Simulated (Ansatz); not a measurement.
Reaction: C2H4Cl2 (SMILES CC(Cl)Cl) → CH3 (SMILES [CH3], doublet) + CHCl2 (SMILES Cl[CH]Cl, doublet) (the C-C bond breaks)
Each species at its own B3LYP-D3(BJ)/def2-TZVP minimum (Ansatz, a program for electronic structure).

Total energies in hartree (Ansatz). Radicals and triplets start from unrestricted determinants; spin-orbit coupling is neglected. Cores are frozen in correlated methods. No relativity.

```tsv
species	HF/cc-pV(T+d)Z	CCSD(T)/cc-pV(T+d)Z	HF/cc-pV(Q+d)Z	CCSD(T)/cc-pV(Q+d)Z	CCSD(T)/cc-pV(D+d)Z	CCSDT(Q)/cc-pV(D+d)Z
1: C2H4Cl2 (SMILES CC(Cl)Cl)	-997.13225	-997.94522	-997.14459	-998.01635	-997.71115	-997.71329
2: CH3 (SMILES [CH3], doublet)	-39.57748	-39.76098	-39.58026	-39.77245	-39.71583	-39.71634
3: CHCl2 (SMILES Cl[CH]Cl, doublet)	-957.45208	-958.03660	-957.46212	-958.09462	-957.85047	-957.85237
```

Q: Work out the bond dissociation energy (electronic) in kcal/mol: take Hartree-Fock from cc-pV(Q+d)Z, extrapolate the CCSD(T) correlation energy as X^-3 (X = 3, 4), and add CCSDT(Q) - CCSD(T) in cc-pV(D+d)Z. 1 hartree = 627.51 kcal/mol.

A: 
Species 1: correlation (64·(-0.87176) - 27·(-0.81297))/37 = -0.91466; step -0.00214; E1 = -997.14459 + (-0.91466) + (-0.00214) = -998.06139
Species 2: correlation (64·(-0.19219) - 27·(-0.18350))/37 = -0.19853; step -0.00051; E2 = -39.58026 + (-0.19853) + (-0.00051) = -39.77930
Species 3: correlation (64·(-0.63250) - 27·(-0.58452))/37 = -0.66751; step -0.00190; E3 = -957.46212 + (-0.66751) + (-0.00190) = -958.13153
-1·E1 +1·E2 +1·E3 = 0.15056 hartree = 94.5 kcal/mol.
